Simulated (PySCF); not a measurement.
dichloromethane (CH₂Cl₂), SMILES ClCCl. Heavy atoms are numbered as in [Cl:1][CH2:2][Cl:3]. Hydrogens are named by the atom that carries them.

Coordinates come from a PBE0-D3(BJ)/def2-TZVP optimisation.

These are PBE/pcSseg-2 (PySCF) values and carry that method's errors.

GIAO shieldings, no solvent; atoms alike by connectivity are averaged. δ = σ(ref) − σ: ³⁵Cl against HCl (σ = 936.5 ppm); ¹³C against TMS (σ = 181.4 ppm); ¹H against TMS (σ = 31.47 ppm), references at their B3LYP-D3(BJ)/def2-TZVP geometries, non-relativistic (without spin–orbit terms, shifts of atoms bonded to Cl or Br come out too high).

Computed chemical shifts:
```
nucleus     atoms  count  δ (ppm)
-------  --------  -----  -------
³⁵Cl          Cl1      2    216.9
¹³C      C2 (CH2)      1     71.8
¹H        H on C2      2     5.70
```
